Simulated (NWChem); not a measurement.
System: Li$_{2}$; SMILES [Li][Li]

Input file for NWChem:

```
start job
memory heap 200 mb stack 900 mb global 1100 mb
geometry units angstroms noautoz
  Li     0.000000     0.000000    -1.363455
  Li     0.000000     0.000000     1.363455
end
basis spherical
  Li library def2-tzvp
end
dft
  xc m06-2x
  iterations 150
  mulliken
end
task dft energy
```

Excerpt of the output:

```
             Northwest Computational Chemistry Package (NWChem) 7.3.0
             --------------------------------------------------------

 ORDER OF PRIMARY AXIS IS BEING SET TO 4
 D4H symmetry detected

                             Geometry "geometry" -> ""
                             -------------------------

 Output coordinates in angstroms (scale by  1.889725989 to convert to a.u.)

  No.       Tag          Charge          X              Y              Z
 ---- ---------------- ---------- -------------- -------------- --------------
    1 Li                   3.0000     0.00000000     0.00000000    -1.36345500
    2 Li                   3.0000     0.00000000     0.00000000     1.36345500

 Effective nuclear repulsion energy (a.u.)       1.7465172085

      Symmetry information
      --------------------

 Group name             D4h
 Group number             28
 Group order              16
 No. of unique centers     1

                                 NWChem DFT Module
                                 -----------------

 Summary of "ao basis" -> "ao basis" (spherical)
 ------------------------------------------------------------------------------
       Tag                 Description            Shells   Functions and Types
 ---------------- ------------------------------  ------  ---------------------
 Li                        def2-tzvp                 8       14   5s3p

      Symmetry analysis of basis
      --------------------------

        a1g         8
        a1u         0
        a2g         0
        a2u         8
        b1g         0
        b1u         0
        b2g         0
        b2u         0
        eg          6
        eu          6

            General Information
            -------------------
          SCF calculation type: DFT
          Wavefunction type:  closed shell.
          No. of atoms     :     2
          No. of electrons :     6
           Alpha electrons :     3
            Beta electrons :     3
          Charge           :     0
          Spin multiplicity:     1
          Use of symmetry is: on ; symmetry adaption is: on
          Maximum number of iterations: 150
          AO basis - number of functions:    28
                     number of shells:    16
          Convergence on energy requested:  1.00D-06
          Convergence on density requested:  1.00D-05
          Convergence on gradient requested:  5.00D-04

              XC Information
              --------------
                       M06-2X Method XC Functional
                     Hartree-Fock (Exact) Exchange  0.540
                        M06-2X Exchange Functional  1.000
                      M06-2X Correlation Potential  1.000

             Grid Information
             ----------------
          Grid used for XC integration:  medium
          Radial quadrature: Mura-Knowles
          Angular quadrature: Lebedev.
          Tag              B.-S. Rad. Rad. Pts. Rad. Cut. Ang. Pts.
          ---              ---------- --------- --------- ---------
          Li                  1.45       49          13.0       434
          Grid pruning is: on
          Number of quadrature shells:    49
          Spatial weights used:  Erf1

      Superposition of Atomic Density Guess
      -------------------------------------

 Sum of atomic energies:         -14.86530318

      Non-variational initial energy
      ------------------------------

 Total energy =     -14.805099
 1-e energy   =     -22.879705
 2-e energy   =       6.328088
 HOMO         =      -0.161930
 LUMO         =      -0.019391

      Symmetry analysis of molecular orbitals - initial
      -------------------------------------------------

  Numbering of irreducible representations:

     1 a1g         2 a1u         3 a2g         4 a2u         5 b1g
     6 b1u         7 b2g         8 b2u         9 eg         10 eu

  Orbital symmetries:

     1 a1g         2 a2u         3 a1g         4 a2u         5 eu
     6 eu          7 a1g         8 eg          9 eg         10 a1g
    11 a2u        12 a2u        13 a1g

     ---------------------------------------------
      Total Density - Mulliken Population Analysis
     ---------------------------------------------

    Atom       Charge   Shell Charges
 -----------   ------   -------------------------------------------------------
    1 Li   3     3.00   0.36  1.30  0.32  0.45  0.53  0.01  0.04  0.00
    2 Li   3     3.00   0.36  1.30  0.32  0.45  0.53  0.01  0.04  0.00

   convergence    iter        energy       DeltaE   RMS-Dens  Diis-err
 ---------------- ----- ----------------- --------- --------- ---------
 d= 0,ls=0.0,diis     1    -15.0090247388 -1.68D+01  6.73D-03  8.89D-02
 d= 0,ls=0.0,diis     2    -15.0134112573 -4.39D-03  1.20D-03  8.93D-05
 d= 0,ls=0.0,diis     3    -14.9977541726  1.57D-02  1.27D-03  3.38D-03
 d= 0,ls=0.0,diis     4    -14.9985138121 -7.60D-04  2.22D-03  2.73D-03
 d= 0,ls=0.0,diis     5    -14.9996228027 -1.11D-03  9.75D-03  1.81D-03
  Resetting Diis
 d= 0,ls=0.0,diis     6    -15.0018104093 -2.19D-03  6.88D-04  1.15D-05
 d= 0,ls=0.0,diis     7    -15.0017912842  1.91D-05  6.70D-04  1.49D-05
 d= 0,ls=0.0,diis     8    -15.0018019679 -1.07D-05  6.36D-05  1.30D-06
 d= 0,ls=0.0,diis     9    -15.0018019691 -1.22D-09  1.99D-05  1.59D-08
 d= 0,ls=0.0,diis    10    -15.0018019791 -1.00D-08  4.62D-06  7.87D-10

         Total DFT energy =      -15.001801979117
      One electron energy =      -23.069912739942
           Coulomb energy =       10.006304674524
    Exchange-Corr. energy =       -3.684711122186
 Nuclear repulsion energy =        1.746517208488

 Numeric. integr. density =        6.000000191806

                  Occupations of the irreducible representations
                  ----------------------------------------------

                     irrep           alpha         beta
                     --------     --------     --------
                     a1g               2.0          2.0
                     a1u               0.0          0.0
                     a2g               0.0          0.0
                     a2u               1.0          1.0
                     b1g               0.0          0.0
                     b1u               0.0          0.0
                     b2g               0.0          0.0
                     b2u               0.0          0.0
                     eg                0.0          0.0
                     eu                0.0          0.0

                       DFT Final Molecular Orbital Analysis
                       ------------------------------------

 Vector    1  Occ=2.000000D+00  E=-2.167202D+00  Symmetry=a1g
              MO Center=  2.2D-24, -3.9D-24,  1.2D-12, r^2= 2.0D+00
   Bfn.  Coefficient  Atom+Function         Bfn.  Coefficient  Atom+Function
  ----- ------------  ---------------      ----- ------------  ---------------
     2      0.451693  1 Li s                 16      0.451693  2 Li s
     1      0.174401  1 Li s                 15      0.174401  2 Li s
     3      0.165990  1 Li s                 17      0.165990  2 Li s

 Vector    2  Occ=2.000000D+00  E=-2.166936D+00  Symmetry=a2u
              MO Center= -2.7D-18,  1.2D-17, -1.2D-12, r^2= 2.0D+00
   Bfn.  Coefficient  Atom+Function         Bfn.  Coefficient  Atom+Function
  ----- ------------  ---------------      ----- ------------  ---------------
     2      0.451799  1 Li s                 16     -0.451799  2 Li s
     1      0.174470  1 Li s                 15     -0.174470  2 Li s
     3      0.166378  1 Li s                 17     -0.166378  2 Li s

 Vector    3  Occ=2.000000D+00  E=-1.576977D-01  Symmetry=a1g
              MO Center=  7.4D-32,  1.0D-31,  1.5D-16, r^2= 5.1D+00
   Bfn.  Coefficient  Atom+Function         Bfn.  Coefficient  Atom+Function
  ----- ------------  ---------------      ----- ------------  ---------------
     4      0.336262  1 Li s                 18      0.336262  2 Li s
     5      0.259511  1 Li s                 19      0.259511  2 Li s
     3     -0.101095  1 Li s                 17     -0.101095  2 Li s
     2     -0.099049  1 Li s                 16     -0.099049  2 Li s
    11      0.079295  1 Li pz                25     -0.079295  2 Li pz

 Vector    4  Occ=0.000000D+00  E=-3.023162D-02  Symmetry=a2u
              MO Center= -2.3D-33,  1.0D-32, -4.3D-16, r^2= 1.1D+01
   Bfn.  Coefficient  Atom+Function         Bfn.  Coefficient  Atom+Function
  ----- ------------  ---------------      ----- ------------  ---------------
     5      0.798990  1 Li s                 19     -0.798990  2 Li s
    11     -0.195506  1 Li pz                25     -0.195506  2 Li pz
     4      0.168699  1 Li s                 18     -0.168699  2 Li s
     3     -0.076885  1 Li s                 17      0.076885  2 Li s
     2     -0.068447  1 Li s                 16      0.068447  2 Li s

 Vector    5  Occ=0.000000D+00  E= 5.905397D-03  Symmetry=eu
              MO Center= -3.5D-16,  6.7D-16, -2.2D-14, r^2= 6.8D+00
   Bfn.  Coefficient  Atom+Function         Bfn.  Coefficient  Atom+Function
  ----- ------------  ---------------      ----- ------------  ---------------
    10      0.497590  1 Li py                24      0.497590  2 Li py
     9     -0.258305  1 Li px                23     -0.258305  2 Li px
     7      0.064403  1 Li py                21      0.064403  2 Li py
     6     -0.033433  1 Li px                20     -0.033433  2 Li px

 Vector    6  Occ=0.000000D+00  E= 5.905397D-03  Symmetry=eu
              MO Center= -6.1D-26, -3.2D-26, -9.0D-17, r^2= 6.8D+00
   Bfn.  Coefficient  Atom+Function         Bfn.  Coefficient  Atom+Function
  ----- ------------  ---------------      ----- ------------  ---------------
     9      0.497590  1 Li px                23      0.497590  2 Li px
    10      0.258305  1 Li py                24      0.258305  2 Li py
     6      0.064403  1 Li px                20      0.064403  2 Li px
     7      0.033433  1 Li py                21      0.033433  2 Li py

     ---------------------------------------------
      Total Density - Mulliken Population Analysis
     ---------------------------------------------

    Atom       Charge   Shell Charges
 -----------   ------   -------------------------------------------------------
    1 Li   3     3.00   0.37  1.26  0.34  0.51  0.44  0.01  0.06  0.00
    2 Li   3     3.00   0.37  1.26  0.34  0.51  0.44  0.01  0.06  0.00

     -------------------------------------------
      Total Density - Lowdin Population Analysis
     -------------------------------------------

    Atom       Charge   Shell Charges
 -----------   ------   -------------------------------------------------------
    1 Li   3     3.00   0.45  1.05  0.49  0.43  0.49  0.01  0.08  0.00
    2 Li   3     3.00   0.45  1.05  0.49  0.43  0.49  0.01  0.08  0.00

     Multipole analysis of the density
     ---------------------------------

     L   x y z        total         alpha         beta         nuclear
     -   - - -        -----         -----         ----         -------
     0   0 0 0     -0.000000     -3.000000     -3.000000      6.000000

     1   1 0 0      0.000000      0.000000      0.000000      0.000000
     1   0 1 0      0.000000      0.000000      0.000000      0.000000
     1   0 0 1     -0.000000     -0.000000     -0.000000      0.000000

     2   2 0 0    -11.650176     -5.825088     -5.825088      0.000000
     2   1 1 0     -0.000000     -0.000000     -0.000000      0.000000
     2   1 0 1      0.000000      0.000000      0.000000      0.000000
     2   0 2 0    -11.650176     -5.825088     -5.825088      0.000000
     2   0 1 1      0.000000      0.000000      0.000000      0.000000
     2   0 0 2     -1.578957    -20.705406    -20.705406     39.831856
```

Level: M06-2X/def2-TZVP. All runs use the structure optimised with B3LYP/6-31G* (spherical d).
